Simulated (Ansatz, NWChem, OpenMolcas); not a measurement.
## A ladder of methods for C3H6F2 (1,3-difluoropropane)

The species is C3H6F2 (11 atoms), meant as a singlet with charge 0. SMILES: `FCCCF`. The coordinates come from a PBE0-D4/def2-TZVP relaxation. This is one conformer, not always the lowest.

Quantity: the HOMO–LUMO gap, in eV. The values are calculated.

```json
{"level": "HF/cc-pVDZ", "kind": "Hartree–Fock", "program": "Ansatz", "value (eV)": "18.12"}
{"level": "SVWN5/cc-pVDZ", "kind": "LDA", "program": "NWChem", "value (eV)": "8.07"}
{"level": "BLYP/cc-pVDZ", "kind": "GGA", "program": "OpenMolcas", "value (eV)": "8.06"}
{"level": "revPBE/cc-pVDZ", "kind": "GGA", "program": "Ansatz", "value (eV)": "8.22"}
{"level": "B3LYP/cc-pVDZ", "kind": "global hybrid", "program": "Ansatz", "value (eV)": "10.24"}
{"level": "BHLYP/cc-pVDZ", "kind": "global hybrid", "program": "Ansatz", "value (eV)": "13.29"}
{"level": "M06-2X/cc-pVDZ", "kind": "hybrid meta-GGA", "program": "OpenMolcas", "value (eV)": "13.28"}
{"level": "r2SCAN0/cc-pVDZ", "kind": "hybrid meta-GGA", "program": "Ansatz", "value (eV)": "11.59"}
```

The values span 8.06 to 18.12 eV. Orbital gaps aren't excitation energies; they tend to grow with the share of exact exchange.
